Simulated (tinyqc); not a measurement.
MP2 on RHF in the sto-3g basis, frozen core, for BH2+, spin multiplicity 1, step by step. One step of it, computed by the program tinyqc.

Problem. Second-order Moller-Plesset energy. E2 = sum_ijab (ia|jb) [2 (ia|jb) - (ib|ja)] / (e_i + e_j - e_a - e_b) over occupied i, j and virtual a, b; the opposite-spin part is (ia|jb)^2 / denominator, the rest is same-spin, and SCS-MP2 scales them by 6/5 and 1/3.

orbital energies (hartree): MO1 -7.936899, MO2 -0.970088, MO3 -0.832924, MO4 -0.224867, MO5 -0.166277, MO6 0.195648, MO7 0.326614

Two-electron integrals over orbitals (pq|rs), unique and non-zero (hartree); the lowest 1 orbital is frozen and left out:
```
p,q,r,s,(pq|rs)
2,2,2,2,0.469604
3,2,3,2,0.143122
3,3,2,2,0.462937
3,3,3,3,0.482111
4,2,2,2,0.018498
4,2,3,3,0.016096
4,2,4,2,0.071085
4,3,3,2,0.023390
4,3,4,3,0.030105
4,4,2,2,0.445077
4,4,3,3,0.428262
4,4,4,2,-0.071813
4,4,4,4,0.578846
5,2,5,2,0.075288
5,3,5,3,0.019094
5,4,5,2,-0.030075
5,4,5,4,0.041175
5,5,2,2,0.471617
5,5,3,3,0.438261
5,5,4,2,-0.036212
5,5,4,4,0.508425
5,5,5,5,0.586773
6,2,2,2,0.047319
6,2,3,3,0.009531
6,2,4,2,-0.002794
6,2,4,4,0.060376
6,2,5,5,0.098749
6,2,6,2,0.087312
6,3,3,2,-0.069066
6,3,4,3,-0.025375
6,3,6,3,0.077404
6,4,2,2,0.024249
6,4,3,3,0.003026
6,4,4,2,0.003373
6,4,4,4,0.037367
6,4,5,5,0.038820
6,4,6,2,0.048111
6,4,6,4,0.033386
6,5,5,2,0.051616
6,5,5,4,-0.011227
6,5,6,5,0.043025
6,6,2,2,0.473110
6,6,3,3,0.468137
6,6,4,2,0.055247
6,6,4,4,0.410231
6,6,5,5,0.445530
6,6,6,2,0.030053
6,6,6,4,0.019230
6,6,6,6,0.522723
7,2,3,2,-0.015231
7,2,4,3,-0.030029
7,2,6,3,0.050804
7,2,7,2,0.053724
7,3,2,2,0.041212
7,3,3,3,0.025054
7,3,4,2,-0.050254
7,3,4,4,0.102145
7,3,5,5,0.107038
7,3,6,2,0.071133
7,3,6,4,0.035879
7,3,6,6,-0.006124
7,3,7,3,0.107708
7,4,3,2,-0.067082
7,4,4,3,0.004802
7,4,6,3,0.039033
7,4,7,2,0.003737
7,4,7,4,0.052189
7,5,5,3,0.016621
7,5,7,5,0.018389
7,6,3,2,0.118968
7,6,4,3,0.035749
7,6,6,3,-0.082429
7,6,7,2,-0.042094
7,6,7,4,-0.055408
7,6,7,6,0.127400
7,7,2,2,0.464836
7,7,3,3,0.483137
7,7,4,2,-0.001222
7,7,4,4,0.461103
7,7,5,5,0.459441
7,7,6,2,0.010464
7,7,6,4,0.000765
7,7,6,6,0.478325
7,7,7,3,0.035372
7,7,7,7,0.512834
```

Hartree-Fock energy = -25.13565036 hartree

Give: Terms; Pair energies; MP2 correlation energy; SCS-MP2 correlation energy; MP2 total energy.

Solution.

Terms:
```
i,j,a,b,(ia|jb),(ib|ja),denominator,term
3,3,7,7,0.108,0.108,-2.319,-0.005
2,2,5,5,0.075,0.075,-1.608,-3.53e-03
2,2,4,4,0.071,0.071,-1.490,-3.39e-03
2,2,6,6,0.087,0.087,-2.331,-3.27e-03
3,3,6,6,0.077,0.077,-2.057,-2.91e-03
3,2,7,6,0.071,0.051,-2.325,-2.80e-03
2,3,6,7,0.071,0.051,-2.325,-2.80e-03
3,2,7,4,-0.050,-0.030,-1.905,-1.86e-03
2,3,4,7,-0.050,-0.030,-1.905,-1.86e-03
2,2,7,7,0.054,0.054,-2.593,-1.11e-03
3,3,4,4,0.030,0.030,-1.216,-7.45e-04
2,3,7,6,0.051,0.071,-2.325,-6.66e-04
3,2,6,7,0.051,0.071,-2.325,-6.66e-04
3,3,6,4,-0.025,-0.025,-1.637,-3.93e-04
3,3,4,6,-0.025,-0.025,-1.637,-3.93e-04
3,3,5,5,0.019,0.019,-1.333,-2.73e-04
2,3,7,4,-0.030,-0.050,-1.905,-1.55e-04
3,2,4,7,-0.030,-0.050,-1.905,-1.55e-04
2,2,6,4,-2.79e-03,-2.79e-03,-1.911,-4.08e-06
2,2,4,6,-2.79e-03,-2.79e-03,-1.911,-4.08e-06
```

Pair energies (hartree; pair i-j sums ij and ji):
```
pair,opposite spin,same spin
2-2,-0.011,0
3-2,-0.010,-7.85e-04
3-3,-0.010,0
```

MP2 correlation energy = -0.03198 hartree

SCS-MP2 correlation energy = -0.03770 hartree

MP2 total energy = -25.16763 hartree
